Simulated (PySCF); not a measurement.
An unknown gives this computed stick spectrum. Method: TDDFT CAM-B3LYP/def2-SVPD, vertical, gas phase, core orbitals frozen in the response (PySCF 2.14.0, density-fitted response routines). Geometries: PBE0-D3(BJ)/def2-SVP, one conformer each.

```tsv
state	ν̃ (cm⁻¹)	f	main configurations (H = HOMO, L = LUMO)
S1	38780	0.0011	H-1→L (94%)
S2	42260	0.0001	H-2→L (93%)
S3	46910	0.147	H→L (77%)
S4	52900	0.0001	H→L+1 (58%), H→L+3 (22%), H→L+2 (12%)
S5	59360	0.0010	H-1→L+1 (82%), H-2→L+1 (10%)
S6	64070	0.015	H→L+2 (50%), H→L+1 (32%), H→L+3 (13%)
S7	65070	0.488	H-2→L+1 (48%), H→L (13%), H→L+6 (9%)
S8	66690	0.105	H-2→L+2 (44%), H-1→L+2 (21%), H-3→L (14%)
S9	68690	0.048	H→L+3 (46%), H→L+2 (34%), H-3→L+1 (10%)
S10	70500	0.041	H-3→L (55%), H-1→L+2 (17%), H→L+6 (13%)
```

Triplets computed (Tamm–Dancoff): 3.80, 4.01, 4.86, 5.52 eV.

Orbital energies (eV): HOMO-3 -12.20, HOMO-2 -9.95, HOMO-1 -9.65, HOMO -9.46, LUMO -0.45, LUMO+1 1.12, LUMO+2 1.79.

Task: Which structure fits?
A. `CCCC` (C4H10)
B. `O(C1CC1)C` (C4H8O)
C. `[H]/N=C/C#C` (C3H3N)

Result: C. Its S1, at 4.81 eV, is the lowest among the candidates; the nearest of the others has S1 at 7.19 eV. S1 is HOMO-1→LUMO (94%). Löwdin shares by element: HOMO carbon 75%, nitrogen 20%; LUMO carbon 60%, nitrogen 30%. At the same level the other candidates give, for their lowest levels:
- `COC1CC1`: 7.19 eV (f 0.015); 7.69 eV (f 0.011); 7.86 eV (f 0.022); 8.07 eV (f 0.016); 8.19 eV (f 0.008); T1 7.04 eV; HOMO -8.69, LUMO 1.50 eV
- `CCCC`: 8.75 eV (f 0.000); 8.95 eV (f 0.000); 9.25 eV (f 0.005); 9.37 eV (f 0.000); 9.45 eV (f 0.040); T1 8.48 eV; HOMO -10.39, LUMO 1.50 eV
